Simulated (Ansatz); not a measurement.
# CH7FSi: the cost of one run

Computed with Ansatz 0.2.0, Gaussian basis. Level: PBE0-D4/def2-SVP.

## Step 1: Starting geometry

The start, a pair relaxed at PBE0-D4: SMILES `F.C[SiH3]`, 10 atoms, charge 0, spin multiplicity 1.

Atoms are counted from 1 here; the program's logs count them from 0.

Bond lengths: F1–H2 0.928 Å, C3–Si4 1.864 Å, C3–H5 1.092 Å, C3–H6 1.092 Å, C3–H7 1.092 Å, Si4–H8 1.485 Å, Si4–H9 1.501 Å, Si4–H10 1.485 Å. Angles: Si4–C3–H5 110.5°, Si4–C3–H6 110.8°, Si4–C3–H7 110.7°, H5–C3–H6 108.2°, H5–C3–H7 108.5°, H6–C3–H7 108.1°, C3–Si4–H8 112.1°, C3–Si4–H9 110.2°, C3–Si4–H10 112.2°, H8–Si4–H9 106.8°, H8–Si4–H10 109.3°, H9–Si4–H10 106.0°.

As a file:

```
F    -0.6053    1.0345   -2.4719
H    -0.7791    0.2751   -1.9674
C     0.3229    0.7682    0.8615
Si    0.0586   -0.9901    0.3014
H     1.0115    0.8005    1.7087
H    -0.6208    1.2220    1.1716
H     0.7403    1.3715    0.0529
H     1.3236   -1.6315   -0.1382
H    -0.8761   -1.0254   -0.8727
H    -0.5755   -1.8246    1.3541
```

## Step 2: The run

File md/in.yaml:

```yaml
crystal:
  periodic: [false, false, false]
  atoms:
    - {symbol: F, position_ang: [-0.605301, 1.034457, -2.471940]}
    - {symbol: H, position_ang: [-0.779103, 0.275102, -1.967353]}
    - {symbol: C, position_ang: [0.322872, 0.768213, 0.861531]}
    - {symbol: Si, position_ang: [0.058572, -0.990071, 0.301444]}
    - {symbol: H, position_ang: [1.011504, 0.800507, 1.708661]}
    - {symbol: H, position_ang: [-0.620819, 1.221992, 1.171595]}
    - {symbol: H, position_ang: [0.740278, 1.371455, 0.052872]}
    - {symbol: H, position_ang: [1.323588, -1.631482, -0.138159]}
    - {symbol: H, position_ang: [-0.876112, -1.025387, -0.872747]}
    - {symbol: H, position_ang: [-0.575477, -1.824585, 1.354095]}
basis:
  gaussian: {orbitals: def2-SVP}
hamiltonian: {xc: pbe0, dispersion: d4}
md: {n_steps: 60, timestep: 0.5, temperature: 100, ensemble: nvt_langevin, seed: 774, friction: 0.01, initial_velocities: maxwell_boltzmann}
```

On the command line:

```
ansatz run in.yaml --threads 4 --pin off --events-out ev --progress --plain --max-ram 9574MiB
```

**Question.** How long does this run take on 4 threads of Arm Neoverse V1, shared host?

About 47 s.
